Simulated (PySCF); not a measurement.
1,2,5-thiadiazole, C₂H₂N₂S.
Numbering: `[cH:1]1[cH:2][n:3][s:4][n:5]1`

Geometry (PBE0-D3(BJ)/def2-SVP, Å), atoms numbered from 1 in this order:
```
atom  x, y, z in Å
C1    -0.3513   -0.7477    0.0284
C2     0.8216    0.0656    0.0594
N3     0.5760    1.3509   -0.0558
S4    -1.0509    1.5231   -0.1961
N5    -1.4645   -0.0640   -0.1102
H6    -0.3798   -1.8371    0.1077
H7     1.8489   -0.2909    0.1666
```

Definitions: NICS(0) = −σiso at the ring centroid; NICS(1) = −σiso and NICS(1)zz = −σzz at ±1 Å along the ring normal z. Level: GIAO PBE0/pcSseg-1 (PySCF, non-relativistic, gas phase) on the PBE0-D3(BJ)/def2-SVP geometry, one conformer.

Ring bond lengths (Å), with Mayer bond orders in brackets: C1–C2 1.428 (1.23), C2–N3 1.314 (1.58), N3–S4 1.642 (1.21), S4–N5 1.642 (1.21), N5–C1 1.314 (1.58).

**Question.** What do the NICS probes read (ppm)?

**Answer.** 
| ring | type | NICS(0) | NICS(1), two faces | NICS(1)zz, two faces | rms pucker (Å) | centre to ring atoms, mean (Å) |
| --- | --- | --- | --- | --- | --- | --- |
| C1–C2–N3–S4–N5 | 5-membered ring with 2 N and S; formal bonds all aromatic | -14.7 | -13.4 / -13.4 | -35.2 / -35.2 | 0.00 | 1.25 |

**Question.** What can be read from them?

**Answer.** 
- C1–C2–N3–S4–N5: mean NICS(1)zz -35.2 ppm, shielded. For a flat ring without four-coordinate atoms the NICS criterion counts such a value as aromatic.

**Question.** How shielded are the nuclei of the rings and their hydrogens (means over atoms taken as equivalent)?

**Answer.** 
```json
{"atoms": "C1 (×2)", "environment": "aromatic CH next to a ring nitrogen", "σ isotropic (ppm)": "31.1"}
{"atoms": "N3 (×2)", "environment": "pyridine-type nitrogen", "σ isotropic (ppm)": "-139.5"}
{"atoms": "S4", "environment": "ring sulfur", "σ isotropic (ppm)": "-66.3"}
{"atoms": "H6 (×2)", "environment": "aromatic hydrogen", "σ isotropic (ppm)": "22.71"}
```

**Question.** How do the values depend on the level or the medium?

**Answer.** 
```csv
level,"NICS(0), C1–C2–N3–S4–N5","mean NICS(1)zz, C1–C2–N3–S4–N5"
"PBE0/pcSseg-1, gas",-14.7,-35.2
"mPW1PW91/pcSseg-2, gas",-14.3,-35.5
"PBE0/pcSseg-1, IEF-PCM acetonitrile",-14.6,-35.0
"PBE0/pcSseg-1, IEF-PCM tetrahydrofuran",-14.6,-35.0
```

The geometry is the same throughout; the continuum's cavity takes Bondi-type radii × 1.2.
